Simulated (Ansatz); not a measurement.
**SiNH₅ (triplet): the correlation ladder at distance Si1–H5 along a hydrogen transfer = 1.769 Å, cc-pVDZ**

How much of the correlation energy of SiNH₅ (triplet) does each wave-function method recover here?

Computed with Ansatz 0.2.0, Gaussian basis. Level: cc-pVDZ, core rule «outside noble gas», up to 6 orbitals frozen.

The runs, in order: UHF; CCSD(T) on ROHF; CCSD(T) on UHF; BCCD(T) on ROHF; CISD; CCSDT(Q) on ROHF; CCSDT(Q) on UHF; CASSCF and MRCISD+Q, 4 electrons in 4 orbitals; CASSCF and NEVPT2, 4 electrons in 4 orbitals.

**1. The geometry**

The geometry derives from fragments relaxed apart (PBE0/def2-TZVP) and kept rigid, so it is no stationary point. A hydrogen atom is moved between rigid fragments.

7 atoms, charge 0, spin multiplicity 3.

Atoms are counted from 1 here; the program's logs count them from 0.

Bond lengths: Si1–H2 1.485 Å, Si1–H3 1.485 Å, Si1–H4 1.485 Å, H5–N6 1.154 Å, N6–H7 1.040 Å. Angles: H2–Si1–H3 109.5°, H2–Si1–H4 109.5°, H3–Si1–H4 109.5°, H5–N6–H7 105.0°.

**2. UHF**

Input file in.yaml:

```yaml
crystal:
  periodic: [false, false, false]
  atoms:
    - {symbol: Si, position_ang: [-0.943006, 0.021476, 0.000000]}
    - {symbol: H, position_ang: [-1.437878, 1.421184, 0.000000]}
    - {symbol: H, position_ang: [-1.437877, -0.678378, 1.212183]}
    - {symbol: H, position_ang: [-1.437878, -0.678378, -1.212182]}
    - {symbol: H, position_ang: [0.825994, 0.021476, 0.000000]}
    - {symbol: N, position_ang: [1.979994, 0.021476, -0.000001]}
    - {symbol: H, position_ang: [2.249076, -0.982751, -0.000001]}
basis:
  gaussian: {orbitals: cc-pVDZ}
magnetization: {spin_polarized: true, initial_magnetization: 2}
hamiltonian: {xc: hf}
output: {orbitals: {seedname: orbitals}}
```

On the command line:

```console
$ ansatz run in.yaml --threads 1 --pin off --events-out ev --progress --plain --max-ram 2816MiB --backend cpu
```

After this run come: CCSD(T) on ROHF; CCSD(T) on UHF; BCCD(T) on ROHF; CISD; CCSDT(Q) on ROHF; CCSDT(Q) on UHF; CASSCF and MRCISD+Q, 4 electrons in 4 orbitals; CASSCF and NEVPT2, 4 electrons in 4 orbitals.

Q: Predict the results of all the runs planned. Wanted: UCCSDT(Q) below the RHF energy; RMP2 from UCCSDT(Q); UMP2 from UCCSDT(Q); RCCSD from UCCSDT(Q); RCCSD(T) from UCCSDT(Q); UCCSD(T) from UCCSDT(Q); RCCSDT(Q) from UCCSDT(Q); NEVPT2 pair from UCCSDT(Q); MRCISD+Q pair from UCCSDT(Q).

The runs gave:

| quantity | value |
| --- | --- |
| UCCSDT(Q) below the RHF energy | -8.5802 eV |
| RMP2 from UCCSDT(Q) | +139.3 kJ/mol |
| UMP2 from UCCSDT(Q) | +145.5 kJ/mol |
| RCCSD from UCCSDT(Q) | +21.5 kJ/mol |
| RCCSD(T) from UCCSDT(Q) | +4.0 kJ/mol |
| UCCSD(T) from UCCSDT(Q) | +4.1 kJ/mol |
| RCCSDT(Q) from UCCSDT(Q) | +0.1 kJ/mol |
| NEVPT2 pair from UCCSDT(Q) | +141.5 kJ/mol |
| MRCISD+Q pair from UCCSDT(Q) | +9.8 kJ/mol |
| levels within 1 kcal/mol (43 meV) | RCCSD(T), UCCSD(T), BCCD(T), RCCSDT, UCCSDT, RCCSDT(Q) |
| T1 diagnostic | 0.022 |

RCCSD(T) misses by +4.0 kJ/mol, 0.5 % of the correlation energy. Of the multireference levels listed MRCISD+Q pair comes nearest in total energy (+9.8 kJ/mol), which doesn't show that its space is the better one. These misses are within one basis, not against nature; the frozen cores of restricted and unrestricted runs differ, which can shift their rows.
